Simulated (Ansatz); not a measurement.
**C₂H₂F₄: one species, many methods**

Aim: compute C₂H₂F₄ with functionals from several rungs and with coupled cluster, and see how far each lands from CCSD(T) at the basis-set limit for the atomisation energy.

Computed with Ansatz 0.2.0, Gaussian basis. Level: functionals in def2-TZVPP, the program's frozen cores in correlated methods.

Plan: PBE-D4, r2SCAN-D4, PBE0-D4, B3LYP-D4, ωB97X-V, ωB97M-V, B2PLYP; CCSD(T)/def2-TZVPP; MP2/def2-QZVPP; extrapolation to the limit.

### Step 1. The relaxed structure

All runs share one geometry, relaxed beforehand with PBE0-D4 in a triple-zeta def2 set.

SMILES `FC(F)C(F)F`, 8 atoms, charge 0, spin multiplicity 1.

Atoms are counted from 1 here; the program's logs count them from 0.

Bond lengths: F1–C2 1.348 Å, C2–F3 1.348 Å, C2–C4 1.522 Å, C2–H7 1.095 Å, C4–F5 1.348 Å, C4–F6 1.348 Å, C4–H8 1.095 Å. Angles: F1–C2–F3 108.4°, F1–C2–C4 108.8°, F1–C2–H7 109.5°, F3–C2–C4 108.7°, F3–C2–H7 109.5°, C4–C2–H7 111.9°, C2–C4–F5 108.7°, C2–C4–F6 108.8°, C2–C4–H8 111.9°, F5–C4–F6 108.4°, F5–C4–H8 109.5°, F6–C4–H8 109.5°.

Geometry (Å):

```xyz
8
C2H2F4
F     0.1010   -1.0545    1.3984
C     0.5715   -0.3331    0.3619
F     1.1671   -1.1746   -0.5061
C    -0.6003    0.3417   -0.3368
F    -0.1293    1.0643   -1.3724
F    -1.1970    1.1820    0.5315
H     1.3036    0.3950    0.7257
H    -1.3316   -0.3865   -0.7020
```

### Step 2. PBE-D4 (GGA)

File in.yaml:

```yaml
crystal:
  periodic: [false, false, false]
  atoms:
    - {symbol: F, position_ang: [0.100967, -1.054474, 1.398380]}
    - {symbol: C, position_ang: [0.571536, -0.333117, 0.361863]}
    - {symbol: F, position_ang: [1.167126, -1.174603, -0.506132]}
    - {symbol: C, position_ang: [-0.600282, 0.341692, -0.336845]}
    - {symbol: F, position_ang: [-0.129346, 1.064278, -1.372379]}
    - {symbol: F, position_ang: [-1.196967, 1.182030, 0.531462]}
    - {symbol: H, position_ang: [1.303607, 0.394981, 0.725720]}
    - {symbol: H, position_ang: [-1.331641, -0.386487, -0.701969]}
basis:
  gaussian: {orbitals: def2-TZVPP}
hamiltonian: {xc: pbe, dispersion: d4}
output: {forces: true, orbitals: {seedname: orbitals}}
```

Run with:

```bash
ansatz run in.yaml --threads 4 --pin off --events-out ev --progress --plain --max-ram 10444MiB
```

Further steps of the session: r2SCAN-D4 (meta-GGA); PBE0-D4 (hybrid); B3LYP-D4 (hybrid); ωB97X-V (range-separated); ωB97M-V (range-separated); B2PLYP (double hybrid); CCSD(T) in def2-TZVPP; MP2 in def2-QZVPP.

Before running them: what should the planned runs give, taken together? Wanted: atomisation energy, CCSD(T)/CBS; farthest; mean size of error, hybrid; mean size of error, range-separated; gap, smallest and largest; T1 diagnostic; triples share of the correlation energy.

**Answer**, as computed:

```
                               quantity                                 value
        atomisation energy, CCSD(T)/CBS                         3158.2 kJ/mol
 functionals within 15.8 kJ/mol (0.5 %)                      ωB97X-V, ωB97M-V
                               farthest                PBE-D4 (+143.0 kJ/mol)
             mean size of error, hybrid                           18.9 kJ/mol
    mean size of error, range-separated                           14.6 kJ/mol
              gap, smallest and largest  8.50 eV (PBE-D4), 15.94 eV (ωB97X-V)
                          T1 diagnostic                                0.0117
triples share of the correlation energy                                 3.1 %
```

**Reading.** PBE-D4 misses by +143.0 kJ/mol. Double hybrids carry the basis error of their MP2 part in triple zeta, and no dispersion term here, so their miss is partly the set-up's. The reference freezes the cores and leaves out relativity and excitations past (T), so misses under about 15.8 kJ/mol can't be ranked. Hartree-Fock recovers 69 % of the binding; the rest is correlation. Orbital gaps span 8.5 to 15.9 eV; exact exchange widens them.
